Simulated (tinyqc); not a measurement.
Worked calculation: extended Hueckel theory, for N2. Computed by tinyqc, a small Python program that keeps every step (integrals from PySCF). Settings: charge = 0, K = 2.0, weighted = 1, multiplicity = 1. Command: `OMP_NUM_THREADS=1 python tinyqc.py 31874 31875 out.jsonl` (the two numbers bound the seeds that draw the settings). One thread of a shared host (Intel(R) Xeon(R) Processor @ 2.60GHz), about 0.01 s of CPU time with the checks.

## Overlaps

Geometry (angstrom):
```
atom,x,y,z
N,0.000000,0.000000,0.000000
N,0.000000,0.000000,1.077000
```

Parameters chosen for this run:
```
element,shell,Slater exponent,H_ii (eV)
N,2s,1.950000,-26.000000
N,2p,1.950000,-13.400000
```

Slater orbitals, each expanded in six Gaussians scaled to its exponent.

overlap S, lower triangle:
```
,1N 2s,1N 2px,1N 2py,1N 2pz,2N 2s,2N 2px,2N 2py,2N 2pz
1N 2s,1.000000
1N 2px,0.000000,1.000000
1N 2py,0.000000,0.000000,1.000000
1N 2pz,0.000000,0.000000,0.000000,1.000000
2N 2s,0.461623,0.000000,0.000000,0.447168,1.000000
2N 2px,0.000000,0.291711,0.000000,0.000000,0.000000,1.000000
2N 2py,0.000000,0.000000,0.291711,0.000000,0.000000,0.000000,1.000000
2N 2pz,-0.447168,0.000000,0.000000,-0.316626,0.000000,0.000000,0.000000,1.000000
```

## Wolfsberg-Helmholz matrix

diagonal H_ii (eV): 1N 2s -26.000000, 1N 2px -13.400000, 1N 2py -13.400000, 1N 2pz -13.400000, 2N 2s -26.000000, 2N 2px -13.400000, 2N 2py -13.400000, 2N 2pz -13.400000

K = 2.000000

H_ij = K' S_ij (H_ii + H_jj)/2 for i != j (the diagonal keeps H_ii), with K' = K + D^2 + D^4 (1 - K), D = (H_ii - H_jj)/(H_ii + H_jj), K = 2.

H (eV), lower triangle:
```
,1N 2s,1N 2px,1N 2py,1N 2pz,2N 2s,2N 2px,2N 2py,2N 2pz
1N 2s,-26.000000
1N 2px,0.000000,-13.400000
1N 2py,0.000000,0.000000,-13.400000
1N 2pz,0.000000,0.000000,0.000000,-13.400000
2N 2s,-24.004371,0.000000,0.000000,-18.427206,-26.000000
2N 2px,0.000000,-7.817851,0.000000,0.000000,0.000000,-13.400000
2N 2py,0.000000,0.000000,-7.817851,0.000000,0.000000,0.000000,-13.400000
2N 2pz,18.427206,0.000000,0.000000,8.485572,0.000000,0.000000,0.000000,-13.400000
```

## Orbitals

valence electrons = 10

Solve H C = S C e through S^(-1/2); fill by pairs from the bottom, a degenerate level sharing its electrons equally; each orbital has its largest coefficient positive (the first on a tie).

orbital energies (eV): -34.475416  -20.681864  -16.426162  -16.426162  -12.696345  -7.881172  -7.881172  94.931621

occupations: 2.000000  2.000000  2.000000  2.000000  2.000000  0.000000  0.000000  0.000000

coefficients:
```
,MO1,MO2,MO3,MO4,MO5,MO6,MO7,MO8
1N 2s,0.559405,0.487223,0.000000,0.000000,-0.262333,0.000000,0.000000,1.340531
1N 2px,0.000000,0.000000,0.620325,-0.047751,0.000000,0.718189,-0.436041,0.000000
1N 2py,0.000000,0.000000,0.047751,0.620325,0.000000,0.436041,0.718189,0.000000
1N 2pz,0.071656,-0.485105,0.000000,0.000000,0.647039,0.000000,0.000000,1.169370
2N 2s,0.559405,-0.487223,0.000000,0.000000,-0.262333,0.000000,0.000000,-1.340531
2N 2px,0.000000,0.000000,0.620325,-0.047751,0.000000,-0.718189,0.436041,0.000000
2N 2py,0.000000,0.000000,0.047751,0.620325,0.000000,-0.436041,-0.718189,0.000000
2N 2pz,-0.071656,-0.485105,0.000000,0.000000,-0.647039,0.000000,0.000000,1.169370
```

sum of one-electron energies = -201.411897 eV

Within a degenerate level the vectors are fixed only up to a rotation; this is one choice.

## Mulliken analysis

P = C n C^T; charge = valence electrons (N 5) minus the sum of (P S)_ii on the atom; overlap population = 2 sum P_ij S_ij between two atoms.

charges: 1N 0.000000, 2N 0.000000

Overlap populations:
```
pair,value
2-1,1.790295
```
